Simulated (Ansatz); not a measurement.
C$_{3}$H$_{7}$NO (`C1COCN1`) at its PBE0-D4/def2-TZVP geometry, where that method's forces vanish. Total charge 0; spin multiplicity 1.

```xyz
12

C    -0.1289    0.2376   -0.9953
C    -0.7286   -0.9734   -0.3051
O    -0.1232   -0.9917    0.9799
C     0.5597    0.2237    1.1772
N     0.0538    1.1125    0.1504
H    -0.8004    0.6810   -1.7327
H     0.8151   -0.0350   -1.4940
H    -0.5096   -1.9115   -0.8211
H    -1.8138   -0.8696   -0.1962
H     0.3378    0.6095    2.1772
H     1.6476    0.0410    1.0967
H     0.6904    1.8758   -0.0370
```

Task: What forces (eV/Å) does B3LYP-D4/def2-TZVPP give on these atoms in Ansatz? (Estimate.)

Result: Ansatz gave: 
```
C1  -0.032  0.011 -0.371
C2  -0.281 -0.257 -0.274
O3  -0.012 -0.268  0.237
C4   0.269  0.155  0.388
N5   0.051  0.324 -0.008
H6   0.050 -0.029  0.029
H7  -0.044  0.021  0.011
H8  -0.026  0.049  0.030
H9   0.056 -0.020 -0.015
H10  0.034 -0.025 -0.052
H11 -0.045  0.019  0.015
H12 -0.020  0.022  0.010
```

B3LYP here is the variant with VWN-RPA as its local correlation; programs differ in this.
